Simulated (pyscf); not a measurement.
Thermochemistry of product channels of B–F [singlet] + CH₄ on the singlet surface, in kcal/mol, from CCSD(T)/def2-TZVPP + ΔMP2(QZVPP) energies (ideal gas, 1 atm, RRHO with modes under 100 cm⁻¹ raised to 100, one conformer, R ln 2 for rigid chiral ones). Structures and frequencies: ωB97X-D3(BJ)/def2-SVP in PySCF. Correlated levels are frozen-core, on RHF or UHF. ΔMP2 is the change of the MP2 total energy from the triple- to the quadruple-zeta basis.

```json
[
 {"products": "BH [singlet] + H₃C–F", "ΔE": "?", "ΔH(298 K)": "+92.3", "ΔG(900 K)": "+90.4", "ΔG(1200 K)": "+89.7"},
 {"products": "H₃C–BH–F", "ΔE": "-48.5", "ΔH(298 K)": "-47.6", "ΔG(900 K)": "-23.1", "ΔG(1200 K)": "-15.5"},
 {"products": "B–CH₃ [singlet] + HF", "ΔE": "+59.7", "ΔH(298 K)": "+57.7", "ΔG(900 K)": "+54.5", "ΔG(1200 K)": "+52.9"},
 {"products": "H₂B–F + CH₂ [singlet]", "ΔE": "?", "ΔH(298 K)": "+72.2", "ΔG(900 K)": "+66.2", "ΔG(1200 K)": "+63.9"}
]
```

Q: Some entries are withheld; supply them.

A: 
- BH [singlet] + H₃C–F, ΔE: +94.2
- H₂B–F + CH₂ [singlet], ΔE: +77.2

These are energies of the channels, which say nothing of barriers. CH₂ [singlet] is an excited spin state, 8.9 kcal/mol over the triplet at ωB97X-D3(BJ). A restricted singlet here is unstable towards spin polarisation, as is usual where a triplet lies low; its energy is less safe. The CCSD(T) − MP2 part came from Ansatz, without density fitting, on the same reference.
